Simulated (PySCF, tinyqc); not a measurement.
RHF in the sto-6g basis, for H2F+, spin multiplicity 1, step by step. The lowest restricted solution is unstable here: a spin-polarised one lies 0.0001 hartree lower (PySCF). One step of it, computed by the program tinyqc.

Task: Iteration 2: building the Fock matrix. J_ij = sum D_kl (ij|kl), K_ij = sum D_kl (ik|jl); F = H + J - 0.5 K; E = tr D H + tr D J / 2 - 0.25 tr D K + E_nn.

D after iteration 1, order 1F 1s, 1F 2s, 1F 2px, 1F 2py, 1F 2pz, 2H 1s, 3H 1s:
```
[[2.114484, -0.495265, 0.000000, 0.000799, 0.048371, 0.012195, 0.012377],
 [-0.495265, 2.153072, 0.000000, -0.005152, -0.286510, -0.111302, -0.110031],
 [0.000000, 0.000000, 2.000000, 0.000000, 0.000000, 0.000000, 0.000000],
 [0.000799, -0.005152, 0.000000, 0.980210, 0.004182, 0.585610, -0.587048],
 [0.048371, -0.286510, 0.000000, 0.004182, 1.162606, 0.584280, 0.591551],
 [0.012195, -0.111302, 0.000000, 0.585610, 0.584280, 0.641600, -0.052874],
 [0.012377, -0.110031, 0.000000, -0.587048, 0.591551, -0.052874, 0.655672]]
```

core Hamiltonian H = T + V (hartree), order 1F 1s, 1F 2s, 1F 2px, 1F 2py, 1F 2pz, 2H 1s, 3H 1s:
```
[[-41.201224, -9.189580, 0.000000, -0.000176, -0.008055, -0.733664, -0.699987],
 [-9.189580, -11.169411, 0.000000, -0.002061, -0.095116, -1.865132, -1.792072],
 [0.000000, 0.000000, -8.973106, 0.000000, 0.000000, 0.000000, 0.000000],
 [-0.000176, -0.002061, 0.000000, -9.028346, -0.000812, -1.131795, 1.091780],
 [-0.008055, -0.095116, 0.000000, -0.000812, -8.998171, -0.778257, -0.750611],
 [-0.733664, -1.865132, 0.000000, -1.131795, -0.778257, -4.199350, -0.453764],
 [-0.699987, -1.792072, 0.000000, 1.091780, -0.750611, -0.453764, -4.149879]]
```

Two-electron integrals (ij|kl) in chemists' order, unique and non-zero (hartree):
```
(11|11) 5.406240    (21|11) 0.768129    (21|21) 0.138909    (22|11) 1.266271
(22|21) 0.283987    (22|22) 0.926367    (31|31) 0.029452    (32|31) 0.044681
(32|32) 0.204753    (33|11) 1.266273    (33|21) 0.283987    (33|22) 0.926366
(33|33) 0.998085    (41|41) 0.029452    (42|41) 0.044681    (42|42) 0.204753
(43|43) 0.053789    (44|11) 1.266273    (44|21) 0.283987    (44|22) 0.926366
(44|33) 0.890506    (44|44) 0.998085    (51|51) 0.029452    (52|51) 0.044681
(52|52) 0.204753    (53|53) 0.053789    (54|54) 0.053789    (55|11) 1.266273
(55|21) 0.283987    (55|22) 0.926366    (55|33) 0.890506    (55|44) 0.890506
(55|55) 0.998085    (61|11) 0.064742    (61|21) 0.011236    (61|22) 0.022511
(61|33) 0.022474    (61|41) 0.000405    (61|42) 0.000797    (61|44) 0.022550
(61|51) 0.000273    (61|52) 0.000537    (61|54) 0.000051    (61|55) 0.022509
(61|61) 0.000924    (62|11) 0.183281    (62|21) 0.041815    (62|22) 0.154635
(62|33) 0.152405    (62|41) 0.002520    (62|42) 0.019874    (62|44) 0.157006
(62|51) 0.001698    (62|52) 0.013391    (62|54) 0.003100    (62|55) 0.154494
(62|61) 0.003391    (62|62) 0.033716    (63|31) 0.004380    (63|32) 0.025961
(63|43) 0.004055    (63|53) 0.002732    (63|63) 0.004652    (64|11) 0.111137
(64|21) 0.025686    (64|22) 0.101423    (64|33) 0.097389    (64|41) 0.005667
(64|42) 0.037733    (64|44) 0.108244    (64|51) 0.000867    (64|52) 0.007932
(64|54) 0.004582    (64|55) 0.098636    (64|61) 0.002161    (64|62) 0.027131
(64|64) 0.026214    (65|11) 0.074884    (65|21) 0.017307    (65|22) 0.068339
(65|33) 0.065621    (65|41) 0.000867    (65|42) 0.007932    (65|44) 0.067470
(65|51) 0.004965    (65|52) 0.031305    (65|54) 0.005301    (65|55) 0.071925
(65|61) 0.001456    (65|62) 0.018281    (65|64) 0.014528    (65|65) 0.014441
(66|11) 0.388164    (66|21) 0.090173    (66|22) 0.384228    (66|33) 0.373625
(66|41) 0.005741    (66|42) 0.064738    (66|44) 0.395501    (66|51) 0.003868
(66|52) 0.043620    (66|54) 0.014740    (66|55) 0.383557    (66|61) 0.007335
(66|62) 0.115963    (66|64) 0.107702    (66|65) 0.072570    (66|66) 0.774999
(71|11) 0.061762    (71|21) 0.010719    (71|22) 0.021478    (71|33) 0.021443
(71|41) -0.000386   (71|42) -0.000761   (71|44) 0.021515    (71|51) 0.000260
(71|52) 0.000512    (71|54) -0.000048   (71|55) 0.021475    (71|61) 0.000870
(71|62) 0.003138    (71|64) 0.001852    (71|65) 0.001350    (71|66) 0.006763
(71|71) 0.000841    (72|11) 0.175905    (72|21) 0.040136    (72|22) 0.148553
(72|33) 0.146412    (72|41) -0.002419   (72|42) -0.019117   (72|44) 0.150832
(72|51) 0.001629    (72|52) 0.012873    (72|54) -0.002977   (72|55) 0.148416
(72|61) 0.003157    (72|62) 0.025446    (72|64) 0.014401    (72|65) 0.013420
(72|66) 0.069292    (72|71) 0.003105    (72|72) 0.031212    (73|31) 0.004191
(73|32) 0.024885    (73|43) -0.003896   (73|53) 0.002624    (73|63) 0.003353
(73|73) 0.004293    (74|11) -0.107066   (74|21) -0.024747   (74|22) -0.097786
(74|33) -0.093912   (74|41) 0.005427    (74|42) 0.036220    (74|44) -0.104339
(74|51) -0.000832   (74|52) -0.007632   (74|54) 0.004398    (74|55) -0.095107
(74|61) -0.001871   (74|62) -0.014473   (74|64) -0.005184   (74|65) -0.007510
(74|66) -0.038194   (74|71) -0.001986   (74|72) -0.025205   (74|74) 0.024390
(75|11) 0.072098    (75|21) 0.016664    (75|22) 0.065849    (75|33) 0.063240
(75|41) -0.000832   (75|42) -0.007632   (75|44) 0.065014    (75|51) 0.004752
(75|52) 0.030025    (75|54) -0.005091   (75|55) 0.069292    (75|61) 0.001362
(75|62) 0.013449    (75|64) 0.007495    (75|65) 0.010323    (75|66) 0.039822
(75|71) 0.001337    (75|72) 0.016973    (75|74) -0.013533   (75|75) 0.013406
(76|11) 0.040348    (76|21) 0.009321    (76|22) 0.038037    (76|33) 0.037353
(76|41) -2.42e-06   (76|42) -0.000028   (76|44) 0.037983    (76|51) 0.000577
(76|52) 0.005684    (76|54) -0.000005   (76|55) 0.038774    (76|61) 0.000747
(76|62) 0.008519    (76|64) 0.006083    (76|65) 0.005308    (76|66) 0.033984
(76|71) 0.000713    (76|72) 0.008224    (76|74) -0.005911   (76|75) 0.005139
(76|76) 0.002952    (77|11) 0.382676    (77|21) 0.088903    (77|22) 0.379074
(77|33) 0.368781    (77|41) -0.005595   (77|42) -0.063279   (77|44) 0.390026
(77|51) 0.003768    (77|52) 0.042612    (77|54) -0.014306   (77|55) 0.378415
(77|61) 0.006990    (77|62) 0.071191    (77|64) 0.039139    (77|65) 0.040772
(77|66) 0.233726    (77|71) 0.006897    (77|72) 0.110633    (77|74) -0.103076
(77|75) 0.069411    (77|76) 0.033984    (77|77) 0.774999
```

nuclear repulsion = 7.22255878 hartree

Give: Coulomb J; exchange K; Fock matrix F; total energy of this density.

Result:

Coulomb J (hartree), order 1F 1s, 1F 2s, 1F 2px, 1F 2py, 1F 2pz, 2H 1s, 3H 1s:
```
[[19.4908, 3.4712, 0.0000, -0.0001, -0.0052, 0.2830, 0.2700],
 [3.4712, 9.0449, 0.0000, -0.0003, 0.0269, 1.5030, 1.4442],
 [0.0000, 0.0000, 9.0834, 0.0000, 0.0000, 0.0000, 0.0000],
 [-0.0001, -0.0003, 0.0000, 9.0289, 0.0009, 0.9863, -0.9514],
 [-0.0052, 0.0269, 0.0000, 0.0009, 9.0224, 0.6725, 0.6482],
 [0.2830, 1.5030, 0.0000, 0.9863, 0.6725, 4.0235, 0.3782],
 [0.2700, 1.4442, 0.0000, -0.9514, 0.6482, 0.3782, 3.9848]]
```

exchange K (hartree), order 1F 1s, 1F 2s, 1F 2px, 1F 2py, 1F 2pz, 2H 1s, 3H 1s:
```
[[11.0925, 1.7258, 0.0000, 0.0000, 0.0007, 0.1549, 0.1480],
 [1.7258, 2.9061, 0.0000, -0.0009, -0.0772, 0.5434, 0.5237],
 [0.0000, 0.0000, 2.5803, 0.0000, 0.0000, 0.0000, 0.0000],
 [0.0000, -0.0009, 0.0000, 1.8844, 0.0072, 0.4573, -0.4476],
 [0.0007, -0.0772, 0.0000, 0.0072, 1.9614, 0.3833, 0.3774],
 [0.1549, 0.5434, 0.0000, 0.4573, 0.3833, 0.7907, 0.0891],
 [0.1480, 0.5237, 0.0000, -0.4476, 0.3774, 0.0891, 0.7872]]
```

Fock matrix F (hartree), order 1F 1s, 1F 2s, 1F 2px, 1F 2py, 1F 2pz, 2H 1s, 3H 1s:
```
[[-27.2567, -6.5813, 0.0000, -0.0003, -0.0136, -0.5281, -0.5040],
 [-6.5813, -3.5776, 0.0000, -0.0019, -0.0296, -0.6338, -0.6098],
 [0.0000, 0.0000, -1.1798, 0.0000, 0.0000, 0.0000, 0.0000],
 [-0.0003, -0.0019, 0.0000, -0.9417, -0.0036, -0.3741, 0.3642],
 [-0.0136, -0.0296, 0.0000, -0.0036, -0.9565, -0.2974, -0.2911],
 [-0.5281, -0.6338, 0.0000, -0.3741, -0.2974, -0.5712, -0.1201],
 [-0.5040, -0.6098, 0.0000, 0.3642, -0.2911, -0.1201, -0.5586]]
```

total energy of this density = -99.523000 hartree
